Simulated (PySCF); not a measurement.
CH3F, optimised at HF/6-31G*:

```xyz
5

C     -0.0148     0.0050    -0.0069
F     -0.0163     0.5443    -1.2606
H     -0.0212    -1.0736    -0.0864
H      0.8743     0.3301     0.5162
H     -0.8963     0.3401     0.5227
```

Energies from PySCF (xtb for GFN2), thermal terms from the rigid-rotor harmonic-oscillator model, ideal gas at 1 bar. 6-31G* has spherical d functions here. All species are closed-shell singlets. B3LYP is the form with VWN-RPA correlation.

Task: List the harmonic frequencies (cm⁻¹, unscaled) at this level and at the other levels, each on its own geometry.

Result: 
- HF/6-31G*: 1184, 1311, 1311, 1652, 1654, 1654, 3233, 3314, 3314
- B3LYP/6-31G*: 1092, 1203, 1203, 1524, 1524, 1532, 3039, 3112, 3112
- GFN2-xTB: 1060, 1133, 1133, 1387, 1449, 1449, 2999, 3006, 3006
- PBE/def2-SVP: 1085, 1157, 1157, 1414, 1414, 1444, 2935, 3024, 3024
- PBE0/def2-TZVP: 1097, 1199, 1199, 1485, 1490, 1490, 3044, 3132, 3132
